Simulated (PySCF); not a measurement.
# PH6O+, a complex of two parts as drawn: interaction energy

An exercise on one series of results from a longer session: the logs are not shown, and one member is left open.

Computed with PySCF 2.14.0; each step states its level. No surroundings beyond the atoms listed, unless a continuum is named. Atoms count from 0, parts from 1.

### Starting point

8 atoms, charge 1, multiplicity 1; geometry: GFN2-xTB. Parts: 1 = atoms 0–3, `[OH3+]`, charge 1; 2 = atoms 4–7, `P`, charge 0. In the given geometry H1 has moved to P4 of another part (1.36 Å), so values for the parts refer to these atom groups.

The first run:

What the job is given:

```
{"job": {"xc": "PBE0", "basis": "def2-SVPD", "d3": "d3bj", "grid": 2, "kind": "geom"}, "charge": 1, "multiplicity": 1, "parts": [{"atoms": "0-3", "charge": 1, "multiplicity": 1}, {"atoms": "4-7", "charge": 0, "multiplicity": 1}]}
O     -0.208861     0.011383     0.451617
H     -1.908628     1.509427    -0.240794
H     -0.120951    -0.519299    -0.349221
H      0.599563    -0.117905     0.961620
P     -2.092348     1.233725     1.079081
H     -3.196333     1.978000     1.447125
H     -2.444973    -0.057582     1.324336
H     -1.084646     1.684713     1.874684
```

On the command line:

```
> OMP_NUM_THREADS=1 python cluster_run.py task.json out
```

One launch serves the whole session: the jobs run in the order shown.

Steps of the session up to this table: Relaxing the molecule at PBE0-D3(BJ)/def2-SVPD; Coupled-cluster interaction energy: CCSD(T) and MP2.

One of the session's tables, all rows but one given; the rest of the session is left out.

It belongs to the step «Coupled-cluster interaction energy: CCSD(T) and MP2». 

| method | interaction energy (kcal/mol) |
| --- | --- |
| HF/aug-cc-pVDZ | -194.82 |
| MP2/aug-cc-pVDZ | -185.82 |
| CCSD/aug-cc-pVDZ | -185.46 |
| CCSD(T)/aug-cc-pVDZ | -179.82 |
| HF/aug-cc-pVTZ | -197.13 |
| MP2/aug-cc-pVTZ | -188.68 |
| SCS-MP2/aug-cc-pVTZ | -190.34 |
| MP2, extrapolated | ? |
| CCSD(T), limit estimate | -182.91 |

Q: Estimate the row for MP2, extrapolated from the others.

**Answer.** interaction energy (kcal/mol): -188.91. In the column «interaction energy (kcal/mol)» it lies between SCS-MP2/aug-cc-pVTZ (-190.34) and MP2/aug-cc-pVTZ (-188.68).

At this geometry H1 has moved to P4 of another part (1.40 Å), so this energy is mostly that of cutting a chemical bond between strained fragments, not an intermolecular interaction.

Limits of these values: The interaction energy leaves out the deformation of the parts, 151.2 kcal/mol at MP2. So large a deformation means that a part is far from its own minimum, so a sum across the two methods would be rough.
